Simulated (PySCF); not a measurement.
# PH2F (phosphinous fluoride(8ci,9ci)): MP2/STO-3G

Aim: the energy change on altering one bond length of PH2F (phosphinous fluoride(8ci,9ci)) at MP2/STO-3G, from 2 runs. The job is set up through a Python script.

The results are computed with PySCF 2.14.0.

10 further runs of the same task are left out: 1 that didn't finish, 9 set aside as unsound or not needed.

## Step 1: The molecule

The species is PH2F (4 atoms), meant as a singlet with charge 0. As SMILES, `FP`. The coordinates come from a GFN2-xTB relaxation.

Bond lengths: F1–P2 1.632 Å, P2–H3 1.406 Å, P2–H4 1.406 Å. Angles: F1–P2–H3 93.5°, F1–P2–H4 93.5°, H3–P2–H4 91.6°.

## Step 2: A single-point energy at MP2/STO-3G

The input, run.py:

```python
from pyscf import gto, scf, mp

molecule = gto.Mole()
molecule.atom = '''
F        1.160540       0.668850      -0.222660
P       -0.072030      -0.369080      -0.479670
H       -1.053910       0.574260      -0.129560
H       -0.034600      -0.874030       0.831900
'''
molecule.basis = 'sto-3g'
molecule.verbose = 4
molecule.max_memory = 1860
molecule.charge = 0
molecule.build()

mf = scf.RHF(molecule)
mf.conv_tol = 1e-10
mf.kernel()
if not mf.converged:
    mf = mf.newton().run(mf.mo_coeff, mf.mo_occ)

pt = mp.MP2(mf, frozen=6).run()
etot = pt.e_tot
print('Final energy', etot)
```

Run with:

```sh
$ OMP_NUM_THREADS=1 python run.py
```

What it wrote:

```text
PySCF version 2.14.0

[INPUT] num. atoms = 4
[INPUT] num. electrons = 26
[INPUT] charge = 0
[INPUT] spin (= nelec alpha-beta = 2S) = 0
[INPUT] symmetry False subgroup None
[INPUT] Mole.unit = angstrom
[INPUT] Symbol           X                Y                Z      unit          X                Y                Z       unit  Magmom
[INPUT]  1 F      1.160540000000   0.668850000000  -0.222660000000 AA    2.193102756603   1.263943318415  -0.420766418896 Bohr   0.0
[INPUT]  2 P     -0.072030000000  -0.369080000000  -0.479670000000 AA   -0.136116972752  -0.697460118054  -0.906444930170 Bohr   0.0
[INPUT]  3 H     -1.053910000000   0.574260000000  -0.129560000000 AA   -1.991601259940   1.085194124293  -0.244832916699 Bohr   0.0
[INPUT]  4 H     -0.034600000000  -0.874030000000   0.831900000000 AA   -0.065384523910  -1.651677324654   1.572063163026 Bohr   0.0

nuclear repulsion = 59.6290175704312
number of shells = 10
number of NR pGTOs = 48
number of NR cGTOs = 16
basis = sto-3g
ecp = {}

******** <class 'pyscf.scf.hf.RHF'> ********
method = RHF
initial guess = minao
damping factor = 0
level_shift factor = 0
DIIS = <class 'pyscf.scf.diis.CDIIS'>
diis_start_cycle = 1
diis_space = 8
diis_damp = 0
SCF conv_tol = 1e-10
SCF conv_tol_grad = None
SCF max_cycles = 50
direct_scf = True
direct_scf_tol = 1e-13
Set gradient conv threshold to 1e-05
Initial guess from minao.
init E= -435.733025199131
  HOMO = -0.257114084765669  LUMO = 0.183885474850978  gap/eV = 12.00021
cycle= 1 E= -436.033822091044  delta_E= -0.301  |g|= 0.287  |ddm|= 2.24
  HOMO = -0.248745868921444  LUMO = 0.41501042723961  gap/eV = 18.06173
cycle= 2 E= -436.083572003134  delta_E= -0.0497  |g|= 0.0556  |ddm|= 0.666
  HOMO = -0.297336667134772  LUMO = 0.418571944285825  gap/eV = 19.48087
cycle= 3 E= -436.085193662676  delta_E= -0.00162  |g|= 0.0172  |ddm|= 0.105
  HOMO = -0.301602832118674  LUMO = 0.416956800108268  gap/eV = 19.55300
cycle= 4 E= -436.085427155164  delta_E= -0.000233  |g|= 0.00213  |ddm|= 0.0552
  HOMO = -0.300652197022936  LUMO = 0.417699945806092  gap/eV = 19.54736
cycle= 5 E= -436.085430679179  delta_E= -3.52e-06  |g|= 0.000281  |ddm|= 0.00688
  HOMO = -0.300665935916572  LUMO = 0.417717348088884  gap/eV = 19.54820
cycle= 6 E= -436.085430741864  delta_E= -6.27e-08  |g|= 6.22e-05  |ddm|= 0.000829
  HOMO = -0.300663936688266  LUMO = 0.417705300296986  gap/eV = 19.54782
cycle= 7 E= -436.085430746514  delta_E= -4.65e-09  |g|= 1.64e-05  |ddm|= 0.000257
  HOMO = -0.300661561050438  LUMO = 0.417710167100224  gap/eV = 19.54789
cycle= 8 E= -436.085430746825  delta_E= -3.11e-10  |g|= 2.89e-06  |ddm|= 7.06e-05
  HOMO = -0.300661370282922  LUMO = 0.417709201813611  gap/eV = 19.54786
cycle= 9 E= -436.085430746832  delta_E= -7.33e-12  |g|= 2.92e-07  |ddm|= 1.17e-05
  HOMO = -0.300661451595902  LUMO = 0.417709365775821  gap/eV = 19.54787
Extra cycle  E= -436.085430746833  delta_E= -2.84e-13  |g|= 1.15e-07  |ddm|= 6.08e-07
converged SCF energy = -436.085430746833

******** <class 'pyscf.mp.mp2.RMP2'> ********
nocc = 7, nmo = 10
frozen orbitals 6
E(RMP2) = -436.137540179335  E_corr = -0.0521094325027332
E(SCS-RMP2) = -436.145865729024  E_corr = -0.0604349821917988
E_corr(same-spin) = -0.00241885016709356
E_corr(oppo-spin) = -0.0496905823356397
Final energy -436.13754017933525
```

Wall time 0.59 s (1 thread of Arm Neoverse V2, shared host); peak memory 0.12 GiB.

## Step 3: The distorted shape at the same level

The input, mol.xyz:

```xyz
4
FH2P
F      1.776815     1.187807    -0.094157
P     -0.072030    -0.369080    -0.479670
H     -1.053910     0.574260    -0.129560
H     -0.034600    -0.874030     0.831900
```

The input, job.py:

```python
from pyscf import gto, mp

mol = gto.M(
    atom='mol.xyz',
    verbose=3,
    spin=0,
    max_memory=1860,
    basis='sto-3g',
)

mf = mol.RHF()
mf.conv_tol = 1e-10
mf.kernel()
if not mf.converged:
    mf = mf.newton().run(mf.mo_coeff, mf.mo_occ)

pt = mp.MP2(mf, frozen=6).run()
etot = pt.e_tot
print('E = %.10f Eh' % etot)
```

Run with:

```sh
$ OMP_NUM_THREADS=1 python job.py
```

What it wrote:

```text
converged SCF energy = -435.894174680561
E(RMP2) = -436.007989228731  E_corr = -0.113814548169939
E(SCS-RMP2) = -436.029255330388  E_corr = -0.135080649827676
E = -436.0079892287 Eh
```

It took 0.58 s on 1 thread of Arm Neoverse V2, shared host; peak memory 0.12 GiB.

## Step 4: Summary of results

Level: MP2/STO-3G, 6 core orbitals frozen.

```
                                                         quantity          value
                                        first shape: total energy  -436.13754 Eh
                first shape: dipole moment (Hartree–Fock density)         1.02 D
                 first shape: HOMO energy (Hartree–Fock orbitals)       -8.18 eV
                 first shape: LUMO energy (Hartree–Fock orbitals)       11.37 eV
               first shape: HOMO–LUMO gap (Hartree–Fock orbitals)       19.55 eV
         first shape: correlation energy (6 core orbitals frozen)      -52.1 mEh
                                    distorted shape: total energy  -436.00799 Eh
            distorted shape: dipole moment (Hartree–Fock density)         2.04 D
             distorted shape: HOMO energy (Hartree–Fock orbitals)       -6.54 eV
             distorted shape: LUMO energy (Hartree–Fock orbitals)        3.94 eV
           distorted shape: HOMO–LUMO gap (Hartree–Fock orbitals)       10.48 eV
     distorted shape: correlation energy (6 core orbitals frozen)     -113.8 mEh
energy change with the F1–P2 bond stretched from 1.632 to 2.448 Å       3.525 eV
```

In words: One bond (distorted shape) is far stretched, which a spin-restricted single reference describes badly; perturbation theory on it can break down and give far too much correlation. With the F1–P2 bond stretched from 1.632 to 2.448 Å the energy rises by 3.53 eV (81 kcal/mol). The first shape isn't relaxed at this level, so the change isn't measured from a minimum. A restricted reference can't describe the breaking bond well at this length. The minimal basis adds a large error of its own. Mulliken charges (first shape) of the mean-field density run from -0.28 on F1 to +0.53 on P2; they depend strongly on the basis.
